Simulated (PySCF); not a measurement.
Simulated P 2p region for `O=P([O-])([O-])[O-]`, binding energy against the vacuum level.

Every computed line was given a Gaussian of 1.0 eV full width at half maximum and an area set by the number of equivalent atoms (split 2:1 within a doublet); the highest printed point is 100. The calculation used delta-SCF UKS SCAN, pcX-2 on the ionised atom, pcseg-1 elsewhere, spin-free X2C (PySCF).

| binding energy (eV) | intensity |
| --- | --- |
| 118.7 | 0 |
| 118.8 | 1 |
| 118.9 | 1 |
| 119.0 | 3 |
| 119.1 | 5 |
| 119.2 | 8 |
| 119.3 | 13 |
| 119.4 | 21 |
| 119.5 | 30 |
| 119.6 | 42 |
| 119.7 | 56 |
| 119.8 | 69 |
| 119.9 | 82 |
| 120.0 | 92 |
| 120.1 | 98 |
| 120.2 | 100 |
| 120.3 | 98 |
| 120.4 | 93 |
| 120.5 | 87 |
| 120.6 | 80 |
| 120.7 | 74 |
| 120.8 | 69 |
| 120.9 | 64 |
| 121.0 | 59 |
| 121.1 | 54 |
| 121.2 | 47 |
| 121.3 | 41 |
| 121.4 | 33 |
| 121.5 | 26 |
| 121.6 | 19 |
| 121.7 | 14 |
| 121.8 | 9 |
| 121.9 | 6 |
| 122.0 | 3 |
| 122.1 | 2 |
| 122.2 | 1 |
| 122.3 | 1 |
| 122.4 | 0 |
| 122.5 | 0 |

Task: How many maxima does the curve show, and how many computed lines lie under it?

Result: The curve has 1 maximum (at 120.2 eV). Under it lie 2 lines from 1 inequivalent phosphorus site, drawn as a 2p3/2, 2p1/2 pair. At this width some lines have no maximum of their own.

Task: Decompose the envelope and assign each component. Numbering: `[O:1]=[P:2]([O-:3])([O-:4])[O-:5]`.

Result: 
```json
{"position (eV)": "120.14", "relative area": "0.67", "line": "P 2p3/2", "atoms": "P2", "environment": "phosphoryl phosphorus"}
{"position (eV)": "121.03", "relative area": "0.33", "line": "P 2p1/2", "atoms": "P2", "environment": "phosphoryl phosphorus"}
```

No satellites, vibrations or lifetime broadening are included. The 2p values aren't plain energy differences: one relaxed spin-free 2p hole is combined with a matrix within the shell (ground-state 2p orbital-energy differences and spin–orbit coupling). 2p3/2, the mean of its two sublevels, lies a third of the splitting below the shell's mean and 2p1/2 two thirds above it; the statistical areas are 2:1. 2p1/2 minus 2p3/2 (ligand field included): P 0.89 eV. The species carries charge -3, so core ionisation leaves charge -2. The basis sets have no added diffuse functions. Isolated species at its GFN2-xTB geometry, gas phase. Whether so highly charged an anion holds all its electrons in the gas phase wasn't checked; a finite basis holds them in any case. No counter-ion or solvent screens the charge of this multiply charged ion.
